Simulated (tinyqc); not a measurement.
Inside a calculation. Method: coupled-perturbed Hartree-Fock on RHF in the sto-3g basis, for H2O, spin multiplicity 1. One step of it, computed by the program tinyqc.

Problem. Response to a field: uncoupled start. Field along z; U_ai = -mu_ai / (e_a - e_i), alpha = -4 sum U_ai mu_ai.

orbital energies (hartree): MO1 -20.239674, MO2 -1.202000, MO3 -0.567801, MO4 -0.407072, MO5 -0.376313, MO6 0.451878, MO7 0.645342

dipole integrals <a|z|i> (bohr):
```
           i1         i2         i3         i4        i5
a6  -0.040626   0.011441  -0.113456   0.456586  0.000000
a7   0.008016  -0.029821  -0.589698  -0.037909  0.000000
```

Give: uncoupled U; uncoupled polarisability.

Solution.

uncoupled U:
```
         i1       i2      i3       i4      i5
a6   0.0020  -0.0069  0.1113  -0.5316  0.0000
a7  -0.0004   0.0161  0.4861   0.0360  0.0000
```

uncoupled polarisability = 2.1759 bohr^3
